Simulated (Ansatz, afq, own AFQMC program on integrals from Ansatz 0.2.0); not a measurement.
**H₃S⁺, triplet → H3S⁺, singlet**

| atom | x (Å) | y (Å) | z (Å) |
| --- | --- | --- | --- |
| S | 0.0000 | -0.0391 | 0.0000 |
| H | 0.0000 | 1.3184 | 0.0000 |
| H | 0.0000 | -0.0372 | 1.5201 |
| H | 0.0000 | -0.0372 | -1.5201 |

E(singlet, charge +1) − E(triplet, charge +1) at this geometry, on UHF and RHF determinants.

Basis cc-pVDZ. Only valence electrons are correlated. AFQMC by an in-house program on the Cholesky factors that Ansatz 0.2.0 writes for its CCSD(T) run. ph-AFQMC/CISD is guided by a CISD state made of CCSD amplitudes; releasing the constraint for a short imaginary time cuts its bias at the price of noise, slowly where states lie close. Free projection: walkers drawn from exp(T), propagated without any constraint. Its projection time is finite, and what remains of the start isn't in its error. Error bars are statistical, one sigma. The errors of all members are added in quadrature.

No full CI on the walks' own integrals is used here; CCSDT(Q) serves as the reference and is uncertain by about the last step of the cluster series. Each member takes its own surest rung, up to full CI.

The best estimate is CCSD(T) at the basis-set limit (CBS: def2-TZVPP and def2-QZVPP, with their diffuse functions for anions and beside diffuse sets, CCSD(T) itself extrapolated) plus the step from CCSD(T) to CCSDT(Q) in cc-pVDZ. Rows without CBS are in cc-pVDZ; B2PLYP and the wave-function rows carry a basis error of their own. Core correlation and relativity beyond core potentials are missing, and ± holds the sampling alone.

Cautions: H₃S⁺ (triplet): another spin lies lower.

Best estimate: -33.9 kcal/mol.

```tsv
level	vertical spin gap (kcal/mol)	error against the best estimate (kcal/mol)
HF	-13.1	20.7
MP2	-34.0	-0.2
CCSD	-31.6	2.2
CCSD(T)	-32.3	1.6
CCSDT	-32.1	1.7
CCSDT(Q)	-32.3	1.6
free AFQMC	-32.5 ± 0.3	1.4 ± 0.3
HF/CBS	-7.7	26.2
MP2/CBS	-35.7	-1.8
CCSD(T)/CBS	-33.9	0.0
```

Correlation beyond CCSD(T) changes it by less than 2 meV. Going to the basis-set limit takes off 1.6 kcal/mol at CCSD(T). The perturbative (T) step is worth −0.6 kcal/mol.

Best estimates are given only where the step beyond CCSD(T) is under 0.3 eV and no member's determinant is very poor (T1 over 0.05, or 0.07 for open shells, ⟨S²⟩ too high by 0.3, two states mixed), so the hardest cases are missing from such tables.

CCSDT and higher add their correlation energy to the determinant of the CCSD(T) run, since their own runs factorise the integrals more tightly (a shift of under 2 meV). Free projections are given only where their last times agree within the noise and don't stop above the reference; a slow remainder of the start can still hide under it. Each member of a difference takes its own highest rung, so a best estimate needn't equal the limit plus the step of one row. A walk keeps the symmetry of its determinant, which the program's search chose and which needn't be the lowest solution, so a lower state of the same spin and another symmetry isn't excluded.
